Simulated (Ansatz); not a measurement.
in.yaml

```yaml
crystal:
  periodic: [false, false, false]
  atoms:
    - {symbol: Ge, position_ang: [0.000000, 0.000000, 1.138203]}
    - {symbol: Ga, position_ang: [0.000000, 0.000000, -1.243589]}
    - {symbol: H, position_ang: [0.000000, 1.280702, 1.997986]}
    - {symbol: H, position_ang: [0.000000, -1.280701, 1.997986]}
basis:
  gaussian: {orbitals: cc-pVDZ}
magnetization: {spin_polarized: true, initial_magnetization: 1}
correlation: {method: ccsdt_q, electrons: outside_noble_gas}
```

```sh
$ ansatz run in.yaml --threads 1 --pin off --events-out ev --progress --plain --max-ram 2816MiB --backend cpu
```

Log:

```
1272 factors; integrals over basis functions are off by at most 2.1e-7 eV
mean field evaluation 1: about -108836.0896 eV, gradient 6.4e0 eV
mean field evaluation 2: about -108836.1019 eV, gradient 6.4e0 eV
mean field evaluation 4: about -108836.7573 eV, gradient 7.6e-1 eV
mean field evaluation 8: about -108836.7706 eV, gradient 7.0e-3 eV
mean field evaluation 16: about -108836.7647 eV, gradient 3.2e-1 eV
mean field evaluation 32: about -108836.7696 eV, gradient 1.4e-1 eV
mean field evaluation 64: about -108836.7353 eV, gradient 4.5e-1 eV
mean field evaluation 96: about -108833.1675 eV, gradient 9.6e0 eV
mean field evaluation 128: about -108835.3732 eV, gradient 1.2e0 eV
mean field evaluation 160: about -108834.5698 eV, gradient 2.4e-1 eV
...
mean field -108836.77188389 eV, -3999.6775945194 hartree, gradient 1.7e-6 eV, S^2 0.819966; 15 other end points of the search recorded, 0 dependent functions left out
determinant -108836.77188389 eV, -3999.6775945194 hartree, with singles and doubles -108841.10379990 eV, -3999.8367894965 hartree
determinant -108835.58695907 eV, -3999.6340493355 hartree, with singles and doubles -108839.88814606 eV, -3999.7921150419 hartree
determinant -108835.45236917 eV, -3999.6291032479 hartree, with singles and doubles -108839.27038999 eV, -3999.7694129249 hartree
determinant -108835.43845043 eV, -3999.6285917435 hartree, with singles and doubles -108839.89561413 eV, -3999.7923894883 hartree
determinant -108835.38966221 eV, -3999.6267988094 hartree, with singles and doubles -108839.93355537 eV, -3999.7937838031 hartree
determinant -108835.10952252 eV, -3999.6165038659 hartree, with singles and doubles -108839.12227951 eV, -3999.7639699653 hartree
determinant -108834.85380259 eV, -3999.6071063315 hartree, with singles and doubles -108839.00640785 eV, -3999.7597117604 hartree
determinant -108834.57391110 eV, -3999.5968205091 hartree, with singles and doubles -108838.89483058 eV, -3999.7556113710 hartree
determinant -108833.96821112 eV, -3999.5745614456 hartree, with singles and doubles -108838.10611258 eV, -3999.7266265192 hartree
determinant -108836.77059745 eV, -3999.6775472435 hartree, with singles and doubles -108841.10848421 eV, -3999.8369616416 hartree
determinant -108836.77188389 eV, -3999.6775945194 hartree, with singles and doubles -108841.10677003 eV, -3999.8368986467 hartree
determinant -108836.77059745 eV, -3999.6775472435 hartree, with singles and doubles -108841.10836878 eV, -3999.8369573996 hartree
28 core orbitals not correlated: weight in the atoms' cores, before any rotation towards them, 0.999 or more for the frozen orbitals, at most 0.001 for the correlated occupied ones
reference -108836.77059745 eV, -3999.6775472435 hartree; 5, 4 occupied and 31, 32 virtual orbitals, 1272 factors
second order -3.37887812 eV of doubles, -0.00000000 eV of singles
...
cycle   7  -4.48397221 eV  change   -8.8e-5 eV  update   6.1e-4
cycle   8  -4.48449402 eV  change   -5.2e-4 eV  update   2.8e-4
cycle   9  -4.48453329 eV  change   -3.9e-5 eV  update   1.1e-4
cycle  10  -4.48441273 eV  change    1.2e-4 eV  update   5.2e-5
cycle  11  -4.48440702 eV  change    5.7e-6 eV  update   2.4e-5
cycle  12  -4.48442114 eV  change   -1.4e-5 eV  update   1.2e-5
cycle  13  -4.48443703 eV  change   -1.6e-5 eV  update   5.2e-6
cycle  14  -4.48443985 eV  change   -2.8e-6 eV  update   2.1e-6
cycle  15  -4.48443820 eV  change    1.7e-6 eV  update   1.0e-6
cycle  16  -4.48443742 eV  change    7.8e-7 eV  update   4.8e-7
perturbative correction -0.00566316 eV, -0.0002081171 hartree
Total energy: -108841.26069802 eV, -3999.8425553960 hartree
```

Ran on 1 thread of AMD EPYC 7R13, shared host: 38 s wall, 0.34 GiB peak host memory.
